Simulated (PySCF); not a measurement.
Two structures of CH10Si2, singlet, reached by relaxing down either side of one saddle point (PBE0-D4/def2-TZVP). Energies are electronic, without zero-point energy. Computed with PySCF 2.14 with density fitting (its default auxiliary sets; JK sets also for MP2 and CCSD(T)) (basis: def2-TZVPP and def2-QZVPP); correlated methods freeze the cores. Extrapolation: Hartree–Fock as exp(−7.88 √X), correlation as X^−2.97. First:

```
atom    x (Å)    y (Å)    z (Å)
 Si1   0.4320   1.1720   1.6423
 Si2   1.5306  -0.6481   0.6677
  H3  -0.8338   1.4708   0.9214
  H4   0.1110   0.8740   3.0640
  H5   1.3015   2.3783   1.5960
  H6  -0.9649  -1.2907  -1.6382
  C7  -1.5697  -0.4057  -1.8342
  H8   2.7869  -0.9374   1.4104
  H9   0.6676  -1.8590   0.7071
 H10   1.8740  -0.3525  -0.7487
 H11  -2.1548  -0.5602  -2.7403
 H12  -0.9189   0.4585  -1.9661
 H13  -2.2409  -0.2293  -0.9940
```

Second:

```
atom    x (Å)    y (Å)    z (Å)
 Si1  -0.6739   1.3596   0.4756
 Si2   1.8511  -1.7768   0.3337
  H3  -0.9747   2.7640   0.8651
  H4  -0.9362   0.4825   1.6482
  H5   0.7767   1.2734   0.1504
  H6   0.4482  -1.7634  -0.1557
  C7  -1.7117   0.8418  -0.9912
  H8   1.8997  -1.2262   1.7103
  H9   2.3497  -3.1762   0.3395
 H10   2.6962  -0.9545  -0.5675
 H11  -1.4771  -0.1826  -1.2886
 H12  -1.5262   1.4958  -1.8463
 H13  -2.7759   0.8914  -0.7497
```

(1) Which bonds change from the first to the second?

(2) Give the saddle point's structure and its height above each. (Judge from chemistry; the value comes from the calculation.)

The T1 diagnostic stays at or below 0.012.

Answers

(1) Si₂H₆ ([SiH3][SiH3]) + CH₄ → CH₆Si ([CH3][SiH3]) + SiH₄; bonds formed: Si1–C7, Si2–H6; bonds broken: Si1–Si2, H6–C7.

(2) The calculation gives: 350.0 kJ/mol above the first and 341.2 kJ/mol above the second (CCSD(T) at an estimated basis limit (MP2 extrapolated from triple and quadruple zeta, plus CCSD(T) − MP2 in triple zeta)).
```xyz
13
angstrom
Si -0.2006 0.9083 0.7376
Si 1.4587 -1.1514 0.2662
H -1.2611 1.9899 0.7748
H -0.4380 0.1753 2.0080
H 1.0489 1.6916 0.5479
H -0.2222 -0.2341 -0.4570
C -1.3236 0.2877 -1.0210
H 2.3171 -0.8671 1.4558
H 0.9860 -2.5676 0.4079
H 2.3637 -1.1272 -0.9283
H -1.2119 -0.5349 -1.7385
H -1.2379 1.2384 -1.5463
H -2.2791 0.1911 -0.5067
```

Labels in which every atom is bracketed show which atoms are joined, not bond orders.

For scale, one of the runs: CCSD(T)/def2-TZVPP, 255 basis functions, launched by `OMP_NUM_THREADS=4 python run.py`. Hardware: 4 CPU threads of an Arm Neoverse V2, shared host. Wall time 15 min; peak host memory 4.6 GiB.
